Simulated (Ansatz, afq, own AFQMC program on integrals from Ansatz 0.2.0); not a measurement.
## NH₃⁻, doublet in 6-31++G**, levels against CCSDT(Q)

```xyz
4

N    -0.0040    0.0026   -0.0742
H     1.0257   -0.0031    0.4009
H    -0.4943    0.7975    0.3440
H    -0.4763   -0.8308    0.2856
```

Basis 6-31++G**. Only valence electrons are correlated. Ansatz 0.2.0 and our own AFQMC program on the same integrals; the CISD trial comes from CCSD amplitudes, and released means the phaseless constraint is let go. Error bars are statistical, one sigma.

Determinant: UHF, the one that the program's search chose, which needn't be the lowest solution. The geometry is a point of a scan.

No full CI on the walks' own integrals is used here; CCSDT(Q) serves as the reference and is uncertain by about the last step of the cluster series.

```
T1 diagnostic                               : 0.0148
weight of the determinant in the CISD state : 0.923
⟨S²⟩ of the determinant                     : 0.751
size of the correlated space                : 9 electrons in 36 orbitals
```

Reference: CCSDT(Q), correlation energy -6.057 eV. The released energy is read at 2.40 1/Eh (meV from the phaseless value at times in 1/Eh: -8 ± 11 at 0.24, -14 ± 12 at 0.51, -7 ± 9 at 0.99, -25 ± 10 at 1.62, -6 ± 10 at 2.40).

| level | E − E(reference) (meV) | share of correlation (%) |
| --- | --- | --- |
| HF | 6057.5 | 0.00 |
| MP2 | 566.2 | 90.65 |
| CCSD | 165.7 | 97.26 |
| CCSD(T) | 23.0 | 99.62 |
| CCSDT | 13.3 | 99.78 |
| ph-AFQMC/CISD | 8.5 ± 9.5 | 99.86 |
| released AFQMC | 2.3 ± 9.6 | 99.96 |

A walk keeps the symmetry of its determinant, which the program's search chose and which needn't be the lowest solution, so a lower state of the same spin and another symmetry isn't excluded. Released energies are given only where the last usable release times agree within the noise; a slower fall can still hide under it.
